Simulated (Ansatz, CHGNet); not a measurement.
# Ladder of methods for the equilibrium lattice constant a of pyrite PtSb2

Reference value: 6.44 Å (measured, temperature not stated, no zero-point or thermal correction; as tabulated in Saeed et al. (2013), arXiv:1402.4256).

Q: What do CHGNet-r²SCAN, LDA, BLYP, PBE, PBEsol, RPBE, PBE-D3(BJ), PBE-D4, rVV10, r²SCAN-D4, r²SCAN+rVV10, HSE06 give, and how far is each from the reference?

A: 
| level (code) | value (Å) | difference (%) |
|---|---|---|
| CHGNet-r²SCAN | 6.502 | +0.96 |
| LDA (Ansatz) | 6.422 | -0.28 |
| BLYP (Ansatz) | 6.704 | +4.10 |
| PBE (Ansatz) | 6.553 | +1.75 |
| PBEsol (Ansatz) | 6.463 | +0.36 |
| RPBE (Ansatz) | 6.596 | +2.42 |
| PBE-D3(BJ) (Ansatz) | 6.473 | +0.51 |
| PBE-D4 (Ansatz) | 6.477 | +0.57 |
| rVV10 (Ansatz) | 6.628 | +2.92 |
| r²SCAN-D4 (Ansatz) | 6.480 | +0.62 |
| r²SCAN+rVV10 (Ansatz) | 6.478 | +0.59 |
| HSE06 (Ansatz) | 6.465 | +0.39 |

The reference's temperature isn't stated, so close values are not ranked against it. Off by more than 1.25 %, or 1.75 % on the side where a correction would as a rule narrow the miss (bounds picked here): BLYP (+4.10 %), rVV10 (+2.92 %), RPBE (+2.42 %), PBE (+1.75 %).

The measured value isn't corrected to a static lattice, so vibrations enter the comparison. A static lattice is as a rule a little smaller than the measured one. The crystal itself was run without spin with LDA, BLYP, PBE, PBEsol, RPBE, PBE-D3(BJ), PBE-D4, rVV10, r²SCAN-D4, r²SCAN+rVV10, HSE06; a magnetic state was not tried in these runs. Density-functional levels without +SOC have no spin–orbit coupling. BLYP: the cell is over a tenth larger than the published one: the level's own overestimate first of all, though another phase or state, or a fault of the published cell, is possible. Cutoffs and k meshes differ between the levels. Ansatz's density-functional and Hartree–Fock values are scalar-relativistic unless marked +SOC, with PAW data made under PBE.

Machine-learned potentials (CHGNet-r²SCAN) are trained on DFT data: a solid inside that data is no test of them.

Differences are worked out from the printed values.

Ansatz is a quantum-chemistry and plane-wave program.
